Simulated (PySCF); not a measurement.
# CH3NO: the cost of one run

Computed with PySCF 2.14.0, with density-fitted response routines of our own, on a single molecule, in the gas phase or a continuum. Atoms count from 0, in the outputs and in this text.

### Step 1. The molecule as given

6 atoms, charge 0, multiplicity 1; geometry from: GFN2-xTB. The atoms were then displaced at random by about 0.01 Å, so the start is not that level's minimum.

Bonds of the start (Å): N0–C1 1.32, C1–O2 1.19, N0–H3 0.98, N0–H4 1.03, C1–H5 1.12.

### Step 2. Optimising the geometry at PBE0-D3(BJ)/def2-TZVP

The job: settings as JSON, then the geometry in Å.

```
{"job": {"xc": "PBE0", "basis": "def2-TZVP", "d3": "d3bj", "grid": 2, "shake": 0.01, "kind": "geom"}, "charge": 0, "multiplicity": 1}
N     -0.659980    -0.078360     0.067020
C      0.649720     0.046780    -0.072150
O      1.394080    -0.881260    -0.123570
H     -1.056100    -0.968940     0.127900
H     -1.285430     0.742160     0.092860
H      0.981890     1.109600    -0.136720
```

On the command line:

```bash
OMP_NUM_THREADS=1 python probes_run.py task.json out
```

One launch serves the whole session: the jobs run in the order shown.

Q: Estimate the wall time and peak memory of this first job on 1 thread of Arm Neoverse N1, shared host.

About 52 s, with a peak of 0.45 GiB.
